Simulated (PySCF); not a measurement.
## One molecule, many functionals

Species: magnesium dihydride, MgH2.
SMILES: `[MgH2]`

Linear-response calculations in the def2-SVPD basis (PySCF; singlets by full response, triplets Tamm–Dancoff, core orbitals frozen in the response; HF means time-dependent Hartree–Fock). 'Strongest' is the level of largest summed f among the singlets computed (10 roots, of which the last may lack a degenerate partner); it can jump between rows when another state enters that window. S1 is the lowest singlet of each run and needn't be the same state throughout; f(S1) is that of one state. Geometry: PBE0-D3(BJ)/def2-SVP; no solvent, vibrations or thermal averaging.

```json
{"functional": "LDA", "kind": "LDA", "S1 (eV)": "4.78", "f(S1)": "0.000", "strongest (eV)": "7.24", "T1 (eV)": "4.50", "HOMO (eV)": "-6.10", "gap (eV)": "4.69", "ionisation energy, ΔSCF (eV)": "9.49"}
{"functional": "PBE", "kind": "GGA", "S1 (eV)": "4.84", "f(S1)": "0.000", "strongest (eV)": "7.32", "T1 (eV)": "4.51", "HOMO (eV)": "-6.06", "gap (eV)": "4.79", "ionisation energy, ΔSCF (eV)": "9.43"}
{"functional": "PBE0", "kind": "global hybrid, 25% exact exchange", "S1 (eV)": "5.23", "f(S1)": "0.000", "strongest (eV)": "6.85", "T1 (eV)": "4.83", "HOMO (eV)": "-7.22", "gap (eV)": "6.54", "ionisation energy, ΔSCF (eV)": "9.61"}
{"functional": "BHandHLYP", "kind": "global hybrid, 50% exact exchange", "S1 (eV)": "5.54", "f(S1)": "0.000", "strongest (eV)": "7.33", "T1 (eV)": "5.13", "HOMO (eV)": "-8.34", "gap (eV)": "8.12", "ionisation energy, ΔSCF (eV)": "9.68"}
{"functional": "CAM-B3LYP", "kind": "range-separated hybrid", "S1 (eV)": "5.35", "f(S1)": "0.000", "strongest (eV)": "7.22", "T1 (eV)": "4.97", "HOMO (eV)": "-8.62", "gap (eV)": "8.54", "ionisation energy, ΔSCF (eV)": "9.81"}
{"functional": "wB97X-D", "kind": "range-separated hybrid", "S1 (eV)": "5.35", "f(S1)": "0.000", "strongest (eV)": "6.96", "T1 (eV)": "5.13", "HOMO (eV)": "-9.14", "gap (eV)": "9.73", "ionisation energy, ΔSCF (eV)": "9.84"}
{"functional": "LC-wPBE", "kind": "range-separated hybrid", "S1 (eV)": "5.69", "f(S1)": "0.000", "strongest (eV)": "7.52", "T1 (eV)": "5.16", "HOMO (eV)": "-9.98", "gap (eV)": "10.66", "ionisation energy, ΔSCF (eV)": "10.01"}
{"functional": "HF", "kind": "Hartree–Fock", "S1 (eV)": "6.04", "f(S1)": "0.000", "strongest (eV)": "7.86", "T1 (eV)": "5.21", "HOMO (eV)": "-10.12", "gap (eV)": "10.95", "ionisation energy, ΔSCF (eV)": "not settled"}
```

What does B3LYP (global hybrid, 20% exact exchange) give?

S1 (eV) 5.15, f(S1) 0.000, strongest (eV) 6.80, T1 (eV) 4.82, HOMO (eV) -7.06, gap (eV) 6.16, ionisation energy, ΔSCF (eV) 9.66. S1 runs from 4.78 eV (LDA) to 6.04 eV (HF), a spread of 1.26 eV, while the orbital gap spreads over 6.3 eV. Along PBE (0%), B3LYP (20%), PBE0 (25%), BHandHLYP (50%), HF (100%) S1 rises with the share of exact exchange. −ε(HOMO) comes closest to its own ΔSCF ionisation energy with LC-wPBE (-0.03 eV) and misses most with LDA (-3.39 eV). 'Not settled' means that the ion's SCF failed to converge or may have ended in another state than the lowest.
